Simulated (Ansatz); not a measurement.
Mulliken charges of BF, SMILES `[B]F` from r2SCAN/def2-TZVPP in Ansatz (PBE0-D4/def2-TZVP geometry).

```tsv
atom	x (Å)	y (Å)	z (Å)	charge (e)
B1	0.000	0.000	-0.009	0.122
F2	0.000	0.000	1.254	-0.122
```

Q: By hand: the dipole of these point charges (1 e Å = 4.8032 D).

A: Σ q r = (0.000, 0.000, -0.154) e Å, of length 0.154 e Å = 0.74 D.

Q: How does the dipole of the full density compare? (Estimate.)

A: The calculation gave: (0.000, 0.000, 0.229) e Å, 1.10 D; the point charges give 0.67 times that, at 180° from its direction, so they point the opposite way.

Point charges leave out the atoms' own dipoles, such as those of lone pairs, and Mulliken's split depends on the basis, so the two needn't agree.
